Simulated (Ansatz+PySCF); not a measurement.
A calculation with PySCF 2.14.0.

```python
from pyscf import gto, scf, cc

mol = gto.M(atom="""
O 0.000000 0.000000 0.000000
Al 0.693640 0.924860 2.002370
""", basis='sto-3g', charge=0, spin=3)
mf = scf.UHF(mol)
mf.kernel()
mycc = cc.CCSD(mf, frozen=6).run()
et = mycc.ccsd_t()
print(mf.e_tot, mycc.e_corr, et, mycc.e_tot + et)
```

The script is written out from the run's settings.

The run gave:

- Converged: yes
- Reference energy: -312.66420 hartree
- CCSD correlation energy: -0.02847 hartree
- Triples correction: -0.00007 hartree
- Total energy: -312.69274 hartree
- Spin squared of the determinant: 3.789

Caution: another spin multiplicity may lie lower.
